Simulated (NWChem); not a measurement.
System: dichloromethane (CH₂Cl₂); SMILES ClCCl

Input file for NWChem:

```
start job
memory heap 200 mb stack 900 mb global 1100 mb
geometry units angstroms noautosym nocenter noautoz
  Cl     1.494325     0.000000     0.212013
  C      0.000000     0.000000    -0.763738
  Cl    -1.494325     0.000000     0.212013
  H      0.000000     0.909676    -1.390204
  H      0.000000    -0.909676    -1.390204
end
basis spherical
  Cl library 6-31g*
  C library 6-31g*
  H library 6-31g*
end
dft
  xc r2scan
  iterations 150
end
task dft gradient
```

Output (shortened):

```
             Northwest Computational Chemistry Package (NWChem) 7.3.0
             --------------------------------------------------------

                             Geometry "geometry" -> ""
                             -------------------------

 Output coordinates in angstroms (scale by  1.889725989 to convert to a.u.)

  No.       Tag          Charge          X              Y              Z
 ---- ---------------- ---------- -------------- -------------- --------------
    1 Cl                  17.0000     1.49432500     0.00000000     0.21201300
    2 C                    6.0000     0.00000000     0.00000000    -0.76373800
    3 Cl                  17.0000    -1.49432500     0.00000000     0.21201300
    4 H                    1.0000     0.00000000     0.90967600    -1.39020400
    5 H                    1.0000     0.00000000    -0.90967600    -1.39020400

 Effective nuclear repulsion energy (a.u.)     132.8678576092

                                 NWChem DFT Module
                                 -----------------

 Summary of "ao basis" -> "ao basis" (spherical)
 ------------------------------------------------------------------------------
       Tag                 Description            Shells   Functions and Types
 ---------------- ------------------------------  ------  ---------------------
 Cl                          6-31g*                  8       18   4s3p1d
 C                           6-31g*                  6       14   3s2p1d
 H                           6-31g*                  2        2   2s

            General Information
            -------------------
          SCF calculation type: DFT
          Wavefunction type:  closed shell.
          No. of atoms     :     5
          No. of electrons :    42
           Alpha electrons :    21
            Beta electrons :    21
          Charge           :     0
          Spin multiplicity:     1
          Use of symmetry is: off; symmetry adaption is: off
          Maximum number of iterations: 150
          AO basis - number of functions:    54
                     number of shells:    26
          Convergence on energy requested:  1.00D-06
          Convergence on density requested:  1.00D-05
          Convergence on gradient requested:  5.00D-04

              XC Information
              --------------
                      r^2SCAN Method XC Functional
               r^2SCAN metaGGA Exchange Functional  1.000
                     r^2SCAN Correlation Potential  1.000

             Grid Information
             ----------------
          Grid used for XC integration:  medium
          Radial quadrature: Mura-Knowles
          Angular quadrature: Lebedev.
          Tag              B.-S. Rad. Rad. Pts. Rad. Cut. Ang. Pts.
          ---              ---------- --------- --------- ---------
          Cl                  1.00       88           9.0       590
          C                   0.70       49           7.0       434
          H                   0.35       45           8.0       434
          Grid pruning is: on
          Number of quadrature shells:   315
          Spatial weights used:  Erf1

      Superposition of Atomic Density Guess
      -------------------------------------

 Sum of atomic energies:        -957.55788466

      Non-variational initial energy
      ------------------------------

 Total energy =    -958.373829
 1-e energy   =   -1586.241494
 2-e energy   =     494.999807
 HOMO         =      -0.346794
 LUMO         =       0.044719

   convergence    iter        energy       DeltaE   RMS-Dens  Diis-err
 ---------------- ----- ----------------- --------- --------- ---------
 d= 0,ls=0.0,diis     1   -959.4982457367 -1.09D+03  2.60D-02  5.87D-01
 d= 0,ls=0.0,diis     2   -959.3427284702  1.56D-01  1.66D-02  1.83D+00
 d= 0,ls=0.0,diis     3   -959.5741845865 -2.31D-01  1.21D-03  3.37D-03
 d= 0,ls=0.0,diis     4   -959.5745988067 -4.14D-04  3.84D-04  3.42D-04
 d= 0,ls=0.0,diis     5   -959.5746471453 -4.83D-05  4.48D-05  5.73D-06
 d= 0,ls=0.0,diis     6   -959.5746479696 -8.24D-07  1.08D-05  3.00D-07
 d= 0,ls=0.0,diis     7   -959.5746480133 -4.37D-08  2.15D-06  1.37D-08

         Total DFT energy =     -959.574648013324
      One electron energy =    -1587.467728434309
           Coulomb energy =      557.596154215791
    Exchange-Corr. energy =      -62.570931404040
 Nuclear repulsion energy =      132.867857609234

 Numeric. integr. density =       41.999998753835

                       DFT Final Molecular Orbital Analysis
                       ------------------------------------

 Vector   19  Occ=2.000000D+00  E=-3.018632D-01
              MO Center=  3.3D-07,  3.6D-08,  2.0D-01, r^2= 3.4D+00
   Bfn.  Coefficient  Atom+Function         Bfn.  Coefficient  Atom+Function
  ----- ------------  ---------------      ----- ------------  ---------------
     8      0.524657  1 Cl py                40     -0.524657  3 Cl py
    12      0.288845  1 Cl py                44     -0.288845  3 Cl py
     4     -0.205018  1 Cl py                36      0.205018  3 Cl py

[...]

                         DFT ENERGY GRADIENTS

    atom               coordinates                        gradient
                 x          y          z           x          y          z
   1 Cl      2.823865   0.000000   0.400646    0.001950   0.000000   0.000371
   2 C       0.000000   0.000000  -1.443256   -0.000000  -0.000000   0.010908
   3 Cl     -2.823865   0.000000   0.400646   -0.001950   0.000000   0.000371
   4 H       0.000000   1.719038  -2.627105    0.000000   0.007335  -0.005825
   5 H       0.000000  -1.719038  -2.627105   -0.000000  -0.007335  -0.005825
```

Level: r2SCAN/6-31G* (spherical d). All runs use the structure optimised with PBE-D3(BJ)/def2-SVP.
